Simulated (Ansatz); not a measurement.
# C₃H₂ (SMILES C1=CC=1): functionals against CCSD(T) at one geometry

The task here is to estimate one member of a computed series from the others.

Program: Ansatz 0.2.0, Gaussian basis. Level of theory: single points in def2-TZVPP. These are calculated values, not measurements.

Cores are frozen in the correlated methods.

**Starting geometry**

5 atoms, charge 0, spin multiplicity 1.

Atoms are counted from 1 here; the program's logs count them from 0.

Bond lengths: C1–C2 1.284 Å, C1–C3 1.269 Å, C2–C3 1.213 Å, C2–H4 1.073 Å, C3–H5 1.176 Å. Angles: C2–C1–C3 56.7°, C1–C2–C3 61.0°, C1–C2–H4 145.1°, C3–C2–H4 153.6°, C1–C3–C2 62.3°, C1–C3–H5 169.0°, C2–C3–H5 128.5°.

As a file:

```xyz
5
C3H2
C    -0.33180   -0.03350    1.07110
C    -0.30660   -0.43690   -0.14760
C     0.28870    0.57740    0.14830
H    -0.68580   -1.16040   -0.84340
H     0.95030    1.26490   -0.53890
```

Set-up of the first run:

File run/in.yaml:

```yaml
crystal:
  periodic: [false, false, false]
  atoms:
    - {symbol: C, position_ang: [-0.331800, -0.033500, 1.071100]}
    - {symbol: C, position_ang: [-0.306600, -0.436900, -0.147600]}
    - {symbol: C, position_ang: [0.288700, 0.577400, 0.148300]}
    - {symbol: H, position_ang: [-0.685800, -1.160400, -0.843400]}
    - {symbol: H, position_ang: [0.950300, 1.264900, -0.538900]}
basis:
  gaussian: {orbitals: def2-TZVPP}
correlation: {method: ccsd_t}
output: {forces: true}
```

No record of the launch command was kept for these runs.

Steps of the session up to this table: CCSD(T)/def2-TZVPP; PBE0-D4/def2-TZVPP; wB97M-V/def2-TZVPP; r2SCAN-D4/def2-TZVPP; PBE-D4/def2-TZVPP; B97M-V/def2-TZVPP; wB97X-V/def2-TZVPP.

One table of the session follows, with a row left open; its other results are not shown here.

| method | RMS force component (eV/Å) | angle to CCSD(T) forces (°) | dipole (D) |
| --- | --- | --- | --- |
| CCSD(T) | 6.444 | reference | 3.80 |
| PBE0-D4 | ? | ? | ? |
| wB97M-V | 6.043 | 0.8 | 3.85 |
| r2SCAN-D4 | 6.029 | 0.6 | 3.85 |
| PBE-D4 | 6.168 | 1.3 | 3.77 |
| B97M-V | 5.981 | 1.2 | 3.75 |
| wB97X-V | 6.129 | 0.7 | 3.90 |

**Question.** Estimate the row for PBE0-D4.

The run gave: RMS force component (eV/Å): 5.991; angle to CCSD(T) forces (°): 0.8; dipole (D): 3.84. In the column «RMS force component (eV/Å)» it lies between B97M-V (5.981) and r2SCAN-D4 (6.029).
